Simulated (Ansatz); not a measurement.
**C3H6FNO: one species, many methods**

Aim: compute C3H6FNO with functionals from several rungs and with coupled cluster, and see how far each lands from CCSD(T) at the basis-set limit for the atomisation energy.

The runs use Ansatz 0.2.0, Gaussian basis; functionals in def2-TZVPP, the program's frozen cores in correlated methods.

The runs, in order: PBE-D4, r2SCAN-D4, PBE0-D4, B3LYP-D4, ωB97X-V, ωB97M-V, B2PLYP; CCSD(T)/def2-TZVPP; MP2/def2-QZVPP; extrapolation to the limit.

## 1. The relaxed structure

All runs share one geometry, relaxed beforehand with PBE0-D4 in a triple-zeta def2 set.

SMILES `CC(F)C(=N)O`, 12 atoms, charge 0, spin multiplicity 1.

Atoms are counted from 1 here; the program's logs count them from 0.

Bond lengths: C1–C2 1.509 Å, C1–H7 1.090 Å, C1–H8 1.091 Å, C1–H9 1.092 Å, C2–F3 1.384 Å, C2–C4 1.511 Å, C2–H10 1.094 Å, C4–N5 1.262 Å, C4–O6 1.338 Å, N5–H11 1.015 Å, O6–H12 0.967 Å. Angles: C2–C1–H7 110.1°, C2–C1–H8 109.7°, C2–C1–H9 110.2°, H7–C1–H8 109.2°, H7–C1–H9 108.9°, H8–C1–H9 108.7°, C1–C2–F3 109.2°, C1–C2–C4 112.1°, C1–C2–H10 111.1°, F3–C2–C4 109.2°, F3–C2–H10 107.1°, C4–C2–H10 108.0°, C2–C4–N5 127.1°, C2–C4–O6 112.1°, N5–C4–O6 120.8°, C4–N5–H11 111.5°, C4–O6–H12 106.5°.

## 2. PBE-D4 (GGA)

in.yaml

```yaml
crystal:
  periodic: [false, false, false]
  atoms:
    - {symbol: C, position_ang: [-0.877766, 0.862811, -0.845773]}
    - {symbol: C, position_ang: [0.368953, 0.629153, -0.028008]}
    - {symbol: F, position_ang: [0.427520, 1.566094, 0.988374]}
    - {symbol: C, position_ang: [0.405276, -0.756946, 0.571757]}
    - {symbol: N, position_ang: [1.181364, -1.701751, 0.258843]}
    - {symbol: O, position_ang: [-0.548469, -0.930498, 1.493374]}
    - {symbol: H, position_ang: [-1.762968, 0.742616, -0.220660]}
    - {symbol: H, position_ang: [-0.863442, 1.872898, -1.257368]}
    - {symbol: H, position_ang: [-0.928091, 0.148620, -1.670301]}
    - {symbol: H, position_ang: [1.269079, 0.758815, -0.636790]}
    - {symbol: H, position_ang: [1.860225, -1.410012, -0.436958]}
    - {symbol: H, position_ang: [-0.454883, -1.836902, 1.817408]}
basis:
  gaussian: {orbitals: def2-TZVPP}
hamiltonian: {xc: pbe, dispersion: d4}
output: {forces: true, orbitals: {seedname: orbitals}}
```

Run with:

```sh
> ansatz run in.yaml --threads 4 --pin off --events-out ev --progress --plain --max-ram 10444MiB
```

Log, cut to the lines that bear on the results:

```text
Functional definition: PBE
  name "PBE"
  cite "Perdew, Burke & Ernzerhof, Phys. Rev. Lett. 77, 3865 (1996) doi:10.1103/PhysRevLett.77.3865"
  parent pbe
[...]
1356 factors; their error is unknown
[...]
mean field -9455.94659990 eV, -347.4996280757 hartree, gradient 1.7e-5 eV, S^2 0.000000; 0 other end points of the search recorded, 0 dependent functions left out
[...]
reference -9455.94663734 eV, -347.4996294516 hartree; 24, 24 occupied and 246, 246 virtual orbitals, 1356 factors
Total energy: -9456.16614508 eV, -347.5076962121 hartree
Atom 0 at    -0.877766     0.862811    -0.845773 Å, force    -0.036218     0.015471    -0.060424 eV/Å
Atom 1 at     0.368953     0.629153    -0.028008 Å, force    -0.056547    -0.265681    -0.275438 eV/Å
Atom 2 at     0.427520     1.566094     0.988374 Å, force     0.045914     0.547585     0.549544 eV/Å
Atom 3 at     0.405276    -0.756946     0.571757 Å, force    -0.059190     0.451600    -0.141059 eV/Å
Atom 4 at     1.181364    -1.701751     0.258843 Å, force     0.356282    -0.803017    -0.004921 eV/Å
Atom 5 at    -0.548469    -0.930498     1.493374 Å, force    -0.560299     0.379576     0.332824 eV/Å
Atom 6 at    -1.762968     0.742616    -0.220660 Å, force    -0.181294    -0.026686     0.116908 eV/Å
Atom 7 at    -0.863442     1.872898    -1.257368 Å, force    -0.008265     0.199754    -0.095783 eV/Å
Atom 8 at    -0.928091     0.148620    -1.670301 Å, force    -0.026624    -0.132929    -0.171681 eV/Å
Atom 9 at     1.269079     0.758815    -0.636790 Å, force     0.214325     0.012459    -0.159230 eV/Å
Atom 10 at     1.860225    -1.410012    -0.436958 Å, force     0.258523     0.076224    -0.248052 eV/Å
Atom 11 at    -0.454883    -1.836902     1.817408 Å, force     0.053393    -0.454355     0.157312 eV/Å
Dipole moment:    -0.066550    -0.000633    -0.348314 e Å
```

Wall time 2.8 s (4 threads of Arm Neoverse V1, shared host); peak memory 0.34 GiB.

Atomisation energy: 5017.7 kJ/mol (free atoms -9404.161 eV, run apart). HOMO -6.58 eV, LUMO -1.00 eV.

## 3. r2SCAN-D4 (meta-GGA)

Edit in.yaml of step 2 so:

```diff
@@ -17,3 +17,3 @@
   gaussian: {orbitals: def2-TZVPP}
-hamiltonian: {xc: pbe, dispersion: d4}
+hamiltonian: {xc: r2scan, dispersion: d4}
 output: {forces: true, orbitals: {seedname: orbitals}}
```

The command is unchanged.

Log, cut to the lines that bear on the results:

```text
Functional definition: r2SCAN
  name "r2SCAN"
  cite "Furness, Kaplan, Ning, Perdew & Sun, J. Phys. Chem. Lett. 11, 8208 (2020) doi:10.1021/acs.jpclett.0c02405"
  cite "Furness, Kaplan, Ning, Perdew & Sun, J. Phys. Chem. Lett. 11, 9248 (2020) doi:10.1021/acs.jpclett.0c03077"
  parent r2scan
[...]
1356 factors; their error is unknown
[...]
mean field -9461.78271910 eV, -347.7141015002 hartree, gradient 5.3e-5 eV, S^2 0.000000; 0 other end points of the search recorded, 0 dependent functions left out
[...]
reference -9461.78272980 eV, -347.7141018933 hartree; 24, 24 occupied and 246, 246 virtual orbitals, 1356 factors
Total energy: -9461.83928201 eV, -347.7161801487 hartree
Atom 0 at    -0.877766     0.862811    -0.845773 Å, force    -0.119848     0.032597    -0.065894 eV/Å
Atom 1 at     0.368953     0.629153    -0.028008 Å, force     0.048813    -0.198558    -0.260720 eV/Å
Atom 2 at     0.427520     1.566094     0.988374 Å, force    -0.011321     0.276609     0.305947 eV/Å
Atom 3 at     0.405276    -0.756946     0.571757 Å, force     0.072402     0.207132    -0.136732 eV/Å
Atom 4 at     1.181364    -1.701751     0.258843 Å, force     0.196661    -0.342316    -0.047867 eV/Å
Atom 5 at    -0.548469    -0.930498     1.493374 Å, force    -0.256196     0.060103     0.205452 eV/Å
Atom 6 at    -1.762968     0.742616    -0.220660 Å, force     0.019855     0.000420    -0.004675 eV/Å
Atom 7 at    -0.863442     1.872898    -1.257368 Å, force     0.000594    -0.015128     0.005135 eV/Å
Atom 8 at    -0.928091     0.148620    -1.670301 Å, force    -0.001096     0.010250     0.012498 eV/Å
Atom 9 at     1.269079     0.758815    -0.636790 Å, force     0.017147    -0.000290    -0.004026 eV/Å
Atom 10 at     1.860225    -1.410012    -0.436958 Å, force     0.018543     0.023796    -0.024447 eV/Å
Atom 11 at    -0.454883    -1.836902     1.817408 Å, force     0.014447    -0.054615     0.015328 eV/Å
Dipole moment:    -0.070643     0.000329    -0.363731 e Å
```

Run time: 5.5 s. Hardware: 4 threads of Arm Neoverse V1, shared host; peak memory 0.37 GiB.

With the free atoms at this level, -9411.482 eV in sum, the atomisation energy is 4858.7 kJ/mol. HOMO -6.91 eV, LUMO -0.77 eV.

## 4. PBE0-D4 (hybrid)

Edit in.yaml of step 3 so:

```diff
@@ -17,3 +17,3 @@
   gaussian: {orbitals: def2-TZVPP}
-hamiltonian: {xc: r2scan, dispersion: d4}
-output: {forces: true, orbitals: {seedname: orbitals}}
+hamiltonian: {xc: pbe0, dispersion: d4}
+output: {orbitals: {seedname: orbitals}}
```

Launched as before.

Log:

```text
Functional definition: PBE0
  name "PBE0"
  cite "Adamo & Barone, J. Chem. Phys. 110, 6158 (1999) doi:10.1063/1.478522"
  cite "Perdew, Burke & Ernzerhof, Phys. Rev. Lett. 77, 3865 (1996) doi:10.1103/PhysRevLett.77.3865"
  parent pbe
  parameter a = 0.25
  parameter kappa = 0.804
  parameter beta = 0.06672455060314922
  exchange = (1 - a)*pbe_x(kappa = kappa, mu = beta*pi^2/3) + a*exact_x
  correlation = pbe_c(beta = beta)
1356 factors; their error is unknown
mean field evaluation 1: about -9447.2989 eV, gradient 6.9e1 eV
mean field evaluation 2: about -9443.4991 eV, gradient 7.9e1 eV
mean field evaluation 4: about -9456.2343 eV, gradient 5.0e0 eV
mean field evaluation 8: about -9456.2913 eV, gradient 6.0e-1 eV
mean field evaluation 16: about -9456.2917 eV, gradient 8.2e-5 eV
mean field -9456.29173600 eV, -347.5123115931 hartree, gradient 8.2e-5 eV, S^2 0.000000; 0 other end points of the search recorded, 0 dependent functions left out
reference -9456.29176376 eV, -347.5123126135 hartree; 24, 24 occupied and 246, 246 virtual orbitals, 1356 factors
Total energy: -9456.47525294 eV, -347.5190557163 hartree
```

Run time: 2.9 s. Hardware: 4 threads of Arm Neoverse V1, shared host; peak memory 0.64 GiB.

Atomisation energy: 4878.5 kJ/mol (free atoms -9405.913 eV, run apart). HOMO -8.17 eV, LUMO 0.10 eV.

## 5. B3LYP-D4 (hybrid)

B3LYP here takes the VWN-RPA correlation.

Edit in.yaml of step 4 so:

```diff
@@ -17,3 +17,3 @@
   gaussian: {orbitals: def2-TZVPP}
-hamiltonian: {xc: pbe0, dispersion: d4}
-output: {orbitals: {seedname: orbitals}}
+hamiltonian: {xc: {name: B3LYP}, dispersion: d4}
+output: {forces: true, orbitals: {seedname: orbitals}}
```

Same command.

Log, cut to the lines that bear on the results:

```text
Functional definition: B3LYP
  name "B3LYP"
  cite "Stephens, Devlin, Chabalowski & Frisch, J. Phys. Chem. 98, 11623 (1994) doi:10.1021/j100096a001"
  cite "Becke, Phys. Rev. A 38, 3098 (1988) doi:10.1103/PhysRevA.38.3098"
  cite "Lee, Yang & Parr, Phys. Rev. B 37, 785 (1988) doi:10.1103/PhysRevB.37.785"
  cite "Vosko, Wilk & Nusair, Can. J. Phys. 58, 1200 (1980) doi:10.1139/p80-159"
[...]
1356 factors; their error is unknown
[...]
mean field -9466.74450748 eV, -347.8964438599 hartree, gradient 1.6e-5 eV, S^2 0.000000; 0 other end points of the search recorded, 0 dependent functions left out
[...]
reference -9466.74475894 eV, -347.8964531010 hartree; 24, 24 occupied and 246, 246 virtual orbitals, 1356 factors
Total energy: -9467.09312192 eV, -347.9092552044 hartree
Atom 0 at    -0.877766     0.862811    -0.845773 Å, force    -0.186133     0.053033    -0.126041 eV/Å
[...]
Atom 2 at     0.427520     1.566094     0.988374 Å, force     0.031989     0.298030     0.313169 eV/Å
Atom 3 at     0.405276    -0.756946     0.571757 Å, force     0.139826     0.067412    -0.117865 eV/Å
Atom 4 at     1.181364    -1.701751     0.258843 Å, force     0.130719    -0.085121    -0.080109 eV/Å
Atom 5 at    -0.548469    -0.930498     1.493374 Å, force    -0.217550    -0.092010     0.230172 eV/Å
Atom 6 at    -1.762968     0.742616    -0.220660 Å, force     0.038719     0.012952    -0.046823 eV/Å
Atom 7 at    -0.863442     1.872898    -1.257368 Å, force    -0.013219    -0.050291     0.012368 eV/Å
Atom 8 at    -0.928091     0.148620    -1.670301 Å, force    -0.006955     0.039609     0.033769 eV/Å
Atom 9 at     1.269079     0.758815    -0.636790 Å, force    -0.060935     0.004369     0.041276 eV/Å
Atom 10 at     1.860225    -1.410012    -0.436958 Å, force     0.017554    -0.047194     0.002536 eV/Å
Atom 11 at    -0.454883    -1.836902     1.817408 Å, force    -0.049809    -0.014707     0.052614 eV/Å
Dipole moment:    -0.058457    -0.004555    -0.379687 e Å
```

Run time: 4.8 s. Hardware: 4 threads of Arm Neoverse V1, shared host; peak memory 0.76 GiB.

With the free atoms at this level, -9416.820 eV in sum, the atomisation energy is 4850.6 kJ/mol. HOMO -7.94 eV, LUMO -0.18 eV.

## 6. ωB97X-V (range-separated)

Edit in.yaml of step 5 so:

```diff
@@ -17,3 +17,3 @@
   gaussian: {orbitals: def2-TZVPP}
-hamiltonian: {xc: {name: B3LYP}, dispersion: d4}
-output: {forces: true, orbitals: {seedname: orbitals}}
+hamiltonian: {xc: {name: wB97X-V}}
+output: {orbitals: {seedname: orbitals}}
```

The command is unchanged.

Log, cut to the lines that bear on the results:

```text
Functional definition: wB97X-V
  name "wB97X-V"
  cite "Mardirossian & Head-Gordon, Phys. Chem. Chem. Phys. 16, 9904 (2014) doi:10.1039/C3CP54374A"
  cite "Becke, J. Chem. Phys. 107, 8554 (1997) doi:10.1063/1.475007"
  cite "Vydrov & Van Voorhis, J. Chem. Phys. 133, 244103 (2010) doi:10.1063/1.3521275"
[...]
      + integral(e_c_pw_opposite_spin*poly(b97_u_opposite, cos0, cos1)) + vv10(b, c)
1356 factors; their error is unknown
327 factors; integrals over basis functions are off by at most 9.1e-6 eV
[...]
mean field -9463.65085106 eV, -347.7827540834 hartree, gradient 3.3e-5 eV, S^2 0.000000; 0 other end points of the search recorded, 0 dependent functions left out
reference -9463.65084924 eV, -347.7827540166 hartree; 24, 24 occupied and 246, 246 virtual orbitals, 1356 factors
Total energy: -9463.65084924 eV, -347.7827540166 hartree
```

Run time: 8 s. Hardware: 4 threads of Arm Neoverse V1, shared host; peak memory 0.8 GiB.

Atomisation energy: 4860.2 kJ/mol (free atoms -9413.278 eV, run apart). HOMO -10.66 eV, LUMO 2.46 eV.

## 7. ωB97M-V (range-separated)

Edit in.yaml of step 6 so:

```diff
@@ -17,3 +17,3 @@
   gaussian: {orbitals: def2-TZVPP}
-hamiltonian: {xc: {name: wB97X-V}}
-output: {orbitals: {seedname: orbitals}}
+hamiltonian: {xc: {name: wB97M-V}}
+output: {forces: true, orbitals: {seedname: orbitals}}
```

Launched as before.

Log, cut to the lines that bear on the results:

```text
Functional definition: wB97M-V
  name "wB97M-V"
  cite "Mardirossian & Head-Gordon, J. Chem. Phys. 144, 214110 (2016) doi:10.1063/1.4952647"
  cite "Becke, J. Chem. Phys. 107, 8554 (1997) doi:10.1063/1.475007"
  cite "Vydrov & Van Voorhis, J. Chem. Phys. 133, 244103 (2010) doi:10.1063/1.3521275"
  # Of w^i u^j: cxij and so on, Table III.
[...]
  gx(w, u) = 1 - cx + cx01*u + cx10*w
  gss(w, u) = css00 + css04*u^4 + css10*w + css20*w^2 + css43*w^4*u^3
  gos(w, u) = cos00 + cos10*w + (cos20 + cos21*u)*w^2 + (cos60 + cos61*u)*w^6
[...]
      + integral(e_c_pw_mod_opposite_spin*gos(b97_w_opposite, b97_u_opposite)) + vv10(b, c)
1356 factors; their error is unknown
327 factors; integrals over basis functions are off by at most 9.1e-6 eV
[...]
Atom 2 at     0.427520     1.566094     0.988374 Å, force    -0.007571     0.126157     0.174134 eV/Å
Atom 3 at     0.405276    -0.756946     0.571757 Å, force     0.192809    -0.017492    -0.140226 eV/Å
Atom 4 at     1.181364    -1.701751     0.258843 Å, force     0.036497    -0.003585    -0.025835 eV/Å
Atom 5 at    -0.548469    -0.930498     1.493374 Å, force    -0.178305    -0.109343     0.196381 eV/Å
Atom 6 at    -1.762968     0.742616    -0.220660 Å, force     0.066627     0.008745    -0.036700 eV/Å
Atom 7 at    -0.863442     1.872898    -1.257368 Å, force    -0.000753    -0.079194     0.037474 eV/Å
Atom 8 at    -0.928091     0.148620    -1.670301 Å, force     0.008981     0.045719     0.061301 eV/Å
Atom 9 at     1.269079     0.758815    -0.636790 Å, force    -0.077018    -0.014283     0.053045 eV/Å
Atom 10 at     1.860225    -1.410012    -0.436958 Å, force    -0.035575    -0.001358     0.028514 eV/Å
Atom 11 at    -0.454883    -1.836902     1.817408 Å, force    -0.023349     0.069511    -0.010262 eV/Å
Dipole moment:    -0.056071     0.001054    -0.381344 e Å
```

It took 12 s on 4 threads of Arm Neoverse V1, shared host; peak memory 0.97 GiB.

Atomisation energy: 4867.5 kJ/mol (free atoms -9412.932 eV, run apart). HOMO -10.57 eV, LUMO 2.29 eV.

## 8. B2PLYP (double hybrid)

Edit in.yaml of step 7 so:

```diff
@@ -17,3 +17,2 @@
   gaussian: {orbitals: def2-TZVPP}
-hamiltonian: {xc: {name: wB97M-V}}
-output: {forces: true, orbitals: {seedname: orbitals}}
+hamiltonian: {xc: {name: B2PLYP}}
```

The command is unchanged.

Log, cut to the lines that bear on the results:

```text
Functional definition: B2PLYP
  name "B2PLYP"
  cite "Grimme, J. Chem. Phys. 124, 034108 (2006) doi:10.1063/1.2148954"
  cite "Becke, Phys. Rev. A 38, 3098 (1988) doi:10.1103/PhysRevA.38.3098"
  cite "Lee, Yang & Parr, Phys. Rev. B 37, 785 (1988) doi:10.1103/PhysRevB.37.785"
[...]
1654 factors; integrals over basis functions are off by at most 9.5e-4 eV
[...]
mean field -9449.29991347 eV, -347.2553668544 hartree, gradient 2.3e-6 eV, S^2 0.000000; 0 other end points of the search recorded, 0 dependent functions left out
6 core orbitals not correlated: weight in the atoms' cores, before any rotation towards them, 1.000 or more for the frozen orbitals, at most 0.000 for the correlated occupied ones
reference -9449.30007205 eV, -347.2553726822 hartree; 18, 18 occupied and 246, 246 virtual orbitals, 1654 factors
second order -38.87855838 eV of doubles, -0.00000000 eV of singles
Total energy: -9459.79728281 eV, -347.6411380624 hartree
```

Wall time 6.5 s (4 threads of Arm Neoverse V1, shared host); peak memory 0.78 GiB.

With the free atoms at this level, -9410.039 eV in sum, the atomisation energy is 4801.0 kJ/mol.

## 9. Orbital energies across the functionals

Dipoles come from the runs that computed forces. Levels, from each run's orbital file:

| functional | HOMO (eV) | LUMO (eV) | gap (eV) | dipole (D) |
| --- | --- | --- | --- | --- |
| PBE-D4 | -6.58 | -1.00 | 5.58 | 1.70 |
| r2SCAN-D4 | -6.91 | -0.77 | 6.14 | 1.78 |
| PBE0-D4 | -8.17 | 0.10 | 8.27 |  |
| B3LYP-D4 | -7.94 | -0.18 | 7.76 | 1.85 |
| ωB97X-V | -10.66 | 2.46 | 13.12 |  |
| ωB97M-V | -10.57 | 2.29 | 12.86 | 1.85 |

## 10. CCSD(T) in def2-TZVPP

Edit in.yaml of step 8 so:

```diff
@@ -17,2 +17,2 @@
   gaussian: {orbitals: def2-TZVPP}
-hamiltonian: {xc: {name: B2PLYP}}
+correlation: {method: ccsd_t}
```

The command is unchanged.

Log, cut to the lines that bear on the results:

```text
Functional definition: HF
  name "HF"
  cite "Fock, Z. Phys. 61, 126 (1930) doi:10.1007/BF01340294"
  parent pbe
[...]
1654 factors; integrals over basis functions are off by at most 9.5e-4 eV
[...]
mean field -9414.85244705 eV, -345.9894458130 hartree, gradient 2.8e-6 eV, S^2 0.000000; 0 other end points of the search recorded, 0 dependent functions left out
6 core orbitals not correlated: weight in the atoms' cores, before any rotation towards them, 1.000 or more for the frozen orbitals, at most 0.000 for the correlated occupied ones
reference -9414.85244705 eV, -345.9894458130 hartree; 18, 18 occupied and 246, 246 virtual orbitals, 1654 factors
second order -32.28301522 eV of doubles, -0.00000000 eV of singles
cycle   1  -32.17672720 eV  change    1.1e-1 eV  update   1.2e-1
[...]
cycle   9  -33.06479859 eV  change   -1.4e-5 eV  update   2.3e-5
perturbative correction -1.31050129 eV, -0.0481600342 hartree
Total energy: -9449.22774694 eV, -347.2527147833 hartree
```

It took 5.3 min on 4 threads of Arm Neoverse V1, shared host; peak memory 7.8 GiB.

## 11. MP2 in def2-QZVPP

Edit in.yaml of step 10 so:

```diff
@@ -16,3 +16,3 @@
 basis:
-  gaussian: {orbitals: def2-TZVPP}
-correlation: {method: ccsd_t}
+  gaussian: {orbitals: "def2-QZVPP.json"}
+correlation: {method: mp2}
```

Same command.

Log:

```text
Functional definition: HF
  name "HF"
  cite "Fock, Z. Phys. 61, 126 (1930) doi:10.1007/BF01340294"
  parent pbe
  exchange = exact_x
  correlation = 0
3184 factors; integrals over basis functions are off by at most 7.6e-4 eV
mean field evaluation 1: about -9410.3058 eV, gradient 4.7e1 eV
mean field evaluation 2: about -9410.4720 eV, gradient 4.7e1 eV
mean field evaluation 4: about -9415.1888 eV, gradient 5.0e0 eV
mean field evaluation 8: about -9415.2740 eV, gradient 4.4e-1 eV
mean field evaluation 16: about -9415.2754 eV, gradient 2.3e-6 eV
mean field -9415.27544264 eV, -346.0049906140 hartree, gradient 2.3e-6 eV, S^2 0.000000; 0 other end points of the search recorded, 0 dependent functions left out
6 core orbitals not correlated: weight in the atoms' cores, before any rotation towards them, 1.000 or more for the frozen orbitals, at most 0.000 for the correlated occupied ones
reference -9415.27544264 eV, -346.0049906140 hartree; 18, 18 occupied and 498, 498 virtual orbitals, 3184 factors
second order -34.73719841 eV of doubles, -0.00000000 eV of singles
Total energy: -9450.01264104 eV, -347.2815591097 hartree
```

It took 32 s on 4 threads of Arm Neoverse V1, shared host; peak memory 3.9 GiB.

Energy pieces by basis (eV):

| basis | HF | MP2 correlation | CCSD correlation | (T) | total |
| --- | --- | --- | --- | --- | --- |
| def2-TZVPP | -9414.8524 | -32.2830 | -33.0648 | -1.3105 | -9449.2277 |
| def2-QZVPP | -9415.2754 | -34.7372 |  |  | -9450.0126 (MP2) |

The report of the def2-TZVPP run gives T1 = 0.0125.

## 12. Extrapolating to the complete basis

This step is arithmetic on the last runs, with X = 3 and 4: exp(−7.88√X) for Hartree-Fock, X^−2.97 for correlation; only MP2 was run in the larger set, so CCSD(T) minus MP2 is added from the smaller one.

| level | energy at the limit (eV) |
| --- | --- |
| HF | -9415.3337 |
| MP2 | -9451.8888 |
| CCSD | -9452.6706 |
| CCSD(T) | -9453.9811 |

## 13. Atomisation energies

Free atoms (3 C, 1 F, 1 N, 1 O, 6 H) were run apart at each level; the atomisation energy is their sum less the molecule, without zero-point or spin-orbit terms.

Differences are taken before rounding.

| method | rung | atomisation energy (kJ/mol) | from CCSD(T)/CBS (kJ/mol) | time |
| --- | --- | --- | --- | --- |
| PBE-D4 | GGA | 5017.7 | +176.4 | 2.8 s |
| r2SCAN-D4 | meta-GGA | 4858.7 | +17.4 | 5.5 s |
| PBE0-D4 | hybrid | 4878.5 | +37.1 | 2.9 s |
| B3LYP-D4 | hybrid | 4850.6 | +9.2 | 4.8 s |
| ωB97X-V | range-separated | 4860.2 | +18.8 | 8 s |
| ωB97M-V | range-separated | 4867.5 | +26.1 | 12 s |
| B2PLYP | double hybrid | 4801.0 | -40.4 | 6.5 s |
| HF/def2-TZVPP | wavefunction | 3368.5 | -1472.9 |  |
| MP2/def2-TZVPP | wavefunction | 4822.3 | -19.1 |  |
| CCSD/def2-TZVPP | wavefunction | 4619.6 | -221.8 |  |
| CCSD(T)/def2-TZVPP | wavefunction | 4707.6 | -133.8 | 5.3 min |
| MP2/CBS | wavefunction | 4956.1 | +114.7 |  |
| CCSD(T)/CBS | wavefunction | 4841.4 | 0 | 5.9 min |

Among the levels timed on like hardware and quicker than the yardstick, those that no quicker one beats, quickest first: PBE-D4 (2.8 s, +176.4 kJ/mol); PBE0-D4 (2.9 s, +37.1 kJ/mol); B3LYP-D4 (4.8 s, +9.2 kJ/mol).

B2PLYP carry no dispersion term (for B3LYP, D4 adds 33.6 kJ/mol).

Times are those of the molecule's run; HF, MP2 and CCSD come out of the CCSD(T) runs, and the limit's time is the sum of the runs that it needs.

## 14. Results

| quantity | value |
| --- | --- |
| atomisation energy, CCSD(T)/CBS | 4841.4 kJ/mol |
| functionals within 24.2 kJ/mol (0.5 %) | r2SCAN-D4, B3LYP-D4, ωB97X-V |
| farthest | PBE-D4 (+176.4 kJ/mol) |
| mean size of error, hybrid | 23.2 kJ/mol |
| mean size of error, range-separated | 22.5 kJ/mol |
| gap, smallest and largest | 5.58 eV (PBE-D4), 13.12 eV (ωB97X-V) |
| T1 diagnostic | 0.0125 |
| triples share of the correlation energy | 3.8 % |

PBE-D4 misses by +176.4 kJ/mol. Double hybrids carry the basis error of their MP2 part in triple zeta, and no dispersion term here, so their miss is partly the set-up's. Misses under about 24.2 kJ/mol are within the doubt on the reference itself, which lacks core-valence correlation, relativity and higher excitations. Hartree-Fock recovers 70 % of the binding; the rest is correlation. The gap grows from 5.6 to 13.1 eV across the functionals, mostly with the share of exact exchange.

B3LYP-D4 reaches 9.2 kJ/mol from the reference in 4.8 s, where CCSD(T)/CBS took 5.9 min; the quickest level in the cost chart, PBE-D4, takes 2.8 s and misses by 176.4 kJ/mol.
